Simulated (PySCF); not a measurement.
C4H6NS (doublet state).
Z-matrix (Å and degrees, GFN2-xTB geometry), rows numbered from 1:
```
N 
C   1  1.2749
C   2  1.4031  1  132.95
C   3  1.4870  2   94.41  1  -173.95
C   2  1.5389  1  136.05  3  -175.43
S   5  1.8142  2  116.63  1    55.06
H   1  1.0163  2  115.02  3  -178.57
H   3  1.0722  2  133.00  1    12.48
H   4  1.0924  3  115.83  2  -119.66
H   4  1.0933  3  115.13  2   113.29
H   5  1.0889  2  115.19  1   -69.78
H   6  1.3331  5   95.84  2    40.51
```

The hyperfine couplings belong to this conformer and change with its torsions.

The species is `[H]/N=C1/[CH]C[C@@H]1S` [radical].

Theory: UKS B3LYP, pcH-1 on C H N S, non-relativistic, mean-field spin-orbit, GIAO in PySCF 2.14.0. Isolated species at its GFN2-xTB geometry (one conformer only). Couplings are sensitive to structure, and on GFN2-xTB geometries they can be far from those on DFT ones. Stability of the SCF solution: not tested.

The Mulliken spin populations are largest on C3 (+0.76), N1 (+0.46), C2 (-0.20) and C4 (-0.07). The positive populations add up to 1.32 and the negative ones to -0.32, together 2S = 1. The angles at C3 add up to 359.6°, so it is planar; its axial dipolar tensor and the negative coupling of its proton fit spin in a p orbital normal to that plane.

(1) McConnell's relation a(H) = Q·ρ ties the coupling of a proton on a planar π carbon to the spin population of that carbon. What Q do the computed values give?

(2) How do the β-proton couplings of this frozen conformer go with θ, the angle between the C–H bond and the normal to the plane of the spin centre's three neighbours, both seen down the bond from centre to carbon?

Results:

(1) 
| H | C | ρ(C) | a(H) (G) | a/ρ (G) |
| --- | --- | --- | --- | --- |
| H8 | C3 | +0.762 | -16.85 | -22.1 |

One proton gives one ratio, Q = -22.1 G, and no test of linearity. In every row coupling and population have opposite signs.

(2) 
```csv
β H,on,centre,θ (°),cos²θ,a (G)
H9,C4,C3,32,0.73,+33.97
H10,C4,C3,21,0.87,+36.77
```

Couplings in gauss use g_iso = 2.0039.

The run took 41 s (grids of density and orbitals included) on one thread, Arm Neoverse V1 (aarch64), shared host, and the process peaked at 0.88 GiB of memory.
